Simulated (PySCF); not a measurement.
# One shape, several levels: C4H8 (SMILES CC1CC1)

We compute a comparison of 6 runs (HF/STO-3G, HF/3-21G, HF/def2-SVP, PBE0/6-31G, PBE0/def2-SVP, SVWN5/cc-pVDZ) of C4H8. 

The results are computed with PySCF 2.14.0.

**1. The system as given**

C4H8 has 12 atoms, charge 0, and is taken as a singlet. SMILES: `CC1CC1`. Geometry: relaxed at PBE0-D4/def2-TZVP.

Bond lengths: C1–C2 1.501 Å, C2–C3 1.497 Å, C2–C4 1.497 Å, C3–C4 1.501 Å, C1–H5 1.094 Å, C1–H6 1.094 Å, C1–H7 1.094 Å, C2–H8 1.086 Å, C3–H9 1.083 Å, C3–H10 1.084 Å, C4–H11 1.084 Å, C4–H12 1.083 Å. Some angles: C1–C2–C3 120.0°, C1–C2–C4 120.1°, C3–C2–C4 60.2°, C2–C3–C4 59.9°, C2–C4–C3 59.9°, C1–C2–H8 114.8°, C3–C2–H8 115.5°, C4–C2–H8 115.5°, C2–C1–H5 111.4°, C2–C1–H6 111.4°.

**2. Energy and forces at HF/STO-3G (run 1)**

run.py

```python
import pyscf.grad
from pyscf import gto, scf

mol = gto.M(
    atom='''
C   -0.930100   1.036200  -0.440400
C   -0.402900  -0.134500   0.337700
C    1.045700  -0.195600   0.710600
C    0.495500  -1.131900  -0.325100
H   -1.829400   0.769600  -1.002800
H   -1.181000   1.872900   0.217600
H   -0.184100   1.390700  -1.157200
H   -1.092100  -0.541300   1.071500
H    1.317400  -0.603500   1.676300
H    1.683100   0.612900   0.371600
H    0.763100  -0.952500  -1.360100
H    0.391900  -2.178100  -0.065700
''',
    max_memory=1860,
    verbose=4,
    basis='sto-3g',
    spin=0,
)

calc0 = scf.RHF(mol)
calc0.conv_tol = 1e-10
calc0.kernel()
if not calc0.converged:
    calc0 = calc0.newton().run(calc0.mo_coeff, calc0.mo_occ)

energy = calc0.e_tot
print(f'total energy: {energy:.8f} hartree')
grad = calc0.Gradients().kernel()
dip = calc0.dip_moment()
pop, q = calc0.mulliken_pop()
```

The run is started by

```
OMP_NUM_THREADS=1 python run.py
```

The log of the run:

```text
PySCF version 2.14.0

[... 62 lines left out ...]
converged SCF energy = -154.248467562706
total energy: -154.24846756 hartree
[... 11 lines left out ...]
Dipole moment(X, Y, Z, Debye): -0.08136,  0.05477, -0.00632
[... 2 lines left out ...]
pop of  0 C 2s            1.17979
pop of  0 C 2px           1.01524
pop of  0 C 2py           0.98239
pop of  0 C 2pz           1.00119
pop of  1 C 1s            1.99203
pop of  1 C 2s            1.13702
pop of  1 C 2px           0.91301
pop of  1 C 2py           0.98863
pop of  1 C 2pz           1.02473
pop of  2 C 1s            1.99212
pop of  2 C 2s            1.15130
pop of  2 C 2px           0.96820
pop of  2 C 2py           1.03321
pop of  2 C 2pz           0.99375
pop of  3 C 1s            1.99212
pop of  3 C 2s            1.15129
pop of  3 C 2px           1.08157
pop of  3 C 2py           0.94814
pop of  3 C 2pz           0.96547
pop of  4 H 1s            0.93939
pop of  5 H 1s            0.93937
pop of  6 H 1s            0.94177
pop of  7 H 1s            0.93774
pop of  8 H 1s            0.93406
pop of  9 H 1s            0.93522
pop of  10 H 1s           0.93524
pop of  11 H 1s           0.93404
 ** Mulliken atomic charges  **
charge of    0C =     -0.17060
charge of    1C =     -0.05541
charge of    2C =     -0.13858
charge of    3C =     -0.13859
charge of    4H =      0.06061
charge of    5H =      0.06063
charge of    6H =      0.05823
charge of    7H =      0.06226
charge of    8H =      0.06594
charge of    9H =      0.06478
charge of   10H =      0.06476
charge of   11H =      0.06596
```

Wall time 3.3 s (1 thread of Intel Xeon at 2.70GHz, shared host); peak memory 0.12 GiB.

**3. Energy and gradient at HF/3-21G (run 2)**

calc.py

```python
# CC1CC1
from pyscf import gto, scf

mol = gto.Mole()
mol.atom = '''
C   -0.930100   1.036200  -0.440400
C   -0.402900  -0.134500   0.337700
C    1.045700  -0.195600   0.710600
C    0.495500  -1.131900  -0.325100
H   -1.829400   0.769600  -1.002800
H   -1.181000   1.872900   0.217600
H   -0.184100   1.390700  -1.157200
H   -1.092100  -0.541300   1.071500
H    1.317400  -0.603500   1.676300
H    1.683100   0.612900   0.371600
H    0.763100  -0.952500  -1.360100
H    0.391900  -2.178100  -0.065700
'''
mol.verbose = 4
mol.basis = '3-21g'
mol.charge = 0
mol.max_memory = 1860
mol.build()

mf = scf.RHF(mol)
mf.conv_tol = 1e-10
mf.kernel()
if not mf.converged:
    mf = mf.newton().run(mf.mo_coeff, mf.mo_occ)

etot = mf.e_tot
print('E = %.10f Eh' % etot)
grad = mf.nuc_grad_method().kernel()
mf.analyze()
```

The run is started by

```
OMP_NUM_THREADS=1 python calc.py
```

The log of the run:

```text
PySCF version 2.14.0

[... 81 lines left out ...]
Two-electron Energy =                  174.884009316739707
[... 7 lines left out ...]
MO #4   energy= -11.155794380086   occ= 2
[... 5 lines left out ...]
MO #10  energy= -0.614495012468133 occ= 2
[... 5 lines left out ...]
MO #16  energy= -0.401471189852864 occ= 2
[... 5 lines left out ...]
MO #22  energy= 0.348618716788853  occ= 0
[... 5 lines left out ...]
MO #28  energy= 0.517751505161935  occ= 0
[... 5 lines left out ...]
MO #34  energy= 1.03425897425353   occ= 0
[... 5 lines left out ...]
MO #40  energy= 1.28996059519319   occ= 0
[... 5 lines left out ...]
MO #46  energy= 1.42170651091283   occ= 0
[... 5 lines left out ...]
MO #52  energy= 2.41611247804154   occ= 0
[... 28 lines left out ...]
pop of  2 C 3pz           0.00306
pop of  3 C 1s            1.99969
pop of  3 C 2s            0.97357
pop of  3 C 3s            0.00165
pop of  3 C 2px           1.12560
pop of  3 C 2py           1.03860
pop of  3 C 2pz           1.05389
pop of  3 C 3px           0.00188
pop of  3 C 3py           0.00450
pop of  3 C 3pz           0.00372
pop of  4 H 1s            0.90399
pop of  4 H 2s            0.00873
pop of  5 H 1s            0.90397
pop of  5 H 2s            0.00874
pop of  6 H 1s            0.90869
pop of  6 H 2s            0.00828
pop of  7 H 1s            0.89595
pop of  7 H 2s            0.01011
pop of  8 H 1s            0.89188
pop of  8 H 2s            0.01008
pop of  9 H 1s            0.89445
pop of  9 H 2s            0.00980
pop of  10 H 1s           0.89447
pop of  10 H 2s           0.00979
pop of  11 H 1s           0.89186
pop of  11 H 2s           0.01008
 ** Mulliken atomic charges  **
charge of    0C =     -0.24961
charge of    1C =     -0.08333
charge of    2C =     -0.20309
charge of    3C =     -0.20310
charge of    4H =      0.08728
charge of    5H =      0.08729
charge of    6H =      0.08303
charge of    7H =      0.09394
charge of    8H =      0.09804
charge of    9H =      0.09576
charge of   10H =      0.09574
charge of   11H =      0.09806
Dipole moment(X, Y, Z, Debye): -0.08840,  0.03158,  0.01832
```

Wall time 3.6 s (1 thread of Intel Xeon at 2.70GHz, shared host); peak memory 0.12 GiB.

Runs 3 to 5 aren't shown in full; the table further down has their settings and results.

**4. Energy and forces at SVWN5/cc-pVDZ (run 6)**

job.py

```python
# CC1CC1
import pyscf.grad
from pyscf import gto, dft

molecule = gto.M(
    atom='''
C     -0.930100     1.036200    -0.440400
C     -0.402900    -0.134500     0.337700
C      1.045700    -0.195600     0.710600
C      0.495500    -1.131900    -0.325100
H     -1.829400     0.769600    -1.002800
H     -1.181000     1.872900     0.217600
H     -0.184100     1.390700    -1.157200
H     -1.092100    -0.541300     1.071500
H      1.317400    -0.603500     1.676300
H      1.683100     0.612900     0.371600
H      0.763100    -0.952500    -1.360100
H      0.391900    -2.178100    -0.065700
''',
    basis='cc-pvdz',
    verbose=4,
    max_memory=1860,
)

calc0 = dft.RKS(molecule, xc='svwn')
calc0.grids.level = 5
calc0.conv_tol = 1e-10
calc0.kernel()
if not calc0.converged:
    calc0 = calc0.newton().run(calc0.mo_coeff, calc0.mo_occ)

e_final = calc0.e_tot
print('Final energy', e_final)
grad = calc0.Gradients().kernel()
dip = calc0.dip_moment()
pop, q = calc0.mulliken_pop()
```

The run is started by

```
OMP_NUM_THREADS=1 python job.py
```

The log of the run:

```text
PySCF version 2.14.0

[... 82 lines left out ...]
converged SCF energy = -155.707704514808
Final energy -155.70770451480817
[... 12 lines left out ...]
Dipole moment(X, Y, Z, Debye): -0.14205,  0.04237,  0.03707
[... 70 lines left out ...]
pop of  6 H 2py           0.00685
pop of  6 H 2pz           0.01006
pop of  7 H 1s            0.72648
pop of  7 H 2s            0.21895
pop of  7 H 2px           0.00903
pop of  7 H 2py           0.00660
pop of  7 H 2pz           0.01028
pop of  8 H 1s            0.71969
pop of  8 H 2s            0.19679
pop of  8 H 2px           0.00642
pop of  8 H 2py           0.00734
pop of  8 H 2pz           0.01373
pop of  9 H 1s            0.71730
pop of  9 H 2s            0.20348
pop of  9 H 2px           0.00917
pop of  9 H 2py           0.01153
pop of  9 H 2pz           0.00669
pop of  10 H 1s           0.71727
pop of  10 H 2s           0.20350
pop of  10 H 2px          0.00715
pop of  10 H 2py          0.00564
pop of  10 H 2pz          0.01461
pop of  11 H 1s           0.71973
pop of  11 H 2s           0.19676
pop of  11 H 2px          0.00674
pop of  11 H 2py          0.01476
pop of  11 H 2pz          0.00599
 ** Mulliken atomic charges  **
charge of    0C =     -0.08759
charge of    1C =     -0.16800
charge of    2C =     -0.08240
charge of    3C =     -0.08239
charge of    4H =      0.06406
charge of    5H =      0.06406
charge of    6H =      0.04790
charge of    7H =      0.02866
charge of    8H =      0.05603
charge of    9H =      0.05183
charge of   10H =      0.05183
charge of   11H =      0.05601
```

Wall time 35 s (1 thread of Intel Xeon at 2.70GHz, shared host); peak memory 0.53 GiB.

**5. All runs side by side**

| run | level | integration grid | energy (Eh) | dipole moment (D) | HOMO energy (eV) | LUMO energy (eV) | wall time |
| --- | --- | --- | --- | --- | --- | --- | --- |
| 1 | HF/STO-3G | – | -154.248468 | 0.10 | -9.91 | 13.40 | 3.3 s |
| 2 | HF/3-21G | – | -155.222167 | 0.10 | -10.92 | 7.36 | 3.6 s |
| 3 | HF/def2-SVP | – | -155.987085 | 0.13 | -11.00 | 5.04 | 11 s |
| 4 | PBE0/6-31G | 5 | -156.973168 | 0.13 | -7.75 | 3.14 | 28 s |
| 5 | PBE0/def2-SVP | 5 | -156.905650 | 0.14 | -7.89 | 2.13 | 39 s |
| 6 | SVWN5/cc-pVDZ | 5 | -155.707705 | 0.15 | -6.56 | 1.14 | 35 s |

**6. Outcome**

```
                       quantity          value
            run 6: total energy  -155.70770 Eh
           run 6: dipole moment         0.15 D
             run 6: HOMO energy       -6.56 eV
             run 6: LUMO energy        1.14 eV
           run 6: HOMO–LUMO gap        7.70 eV
run 6: largest force on an atom     0.800 eV/Å
```

The dipole moment (its size) runs from 0.10 D (HF/3-21G) to 0.15 D (SVWN5/cc-pVDZ). The two ends differ in method and basis. The HOMO–LUMO gap runs from 7.70 eV (SVWN5/cc-pVDZ) to 23.31 eV (HF/STO-3G). Totals of different functionals can't be ranked against each other. In run 1 the basis is minimal, so the values are rough. All runs together took 2 min, the longest 39 s.
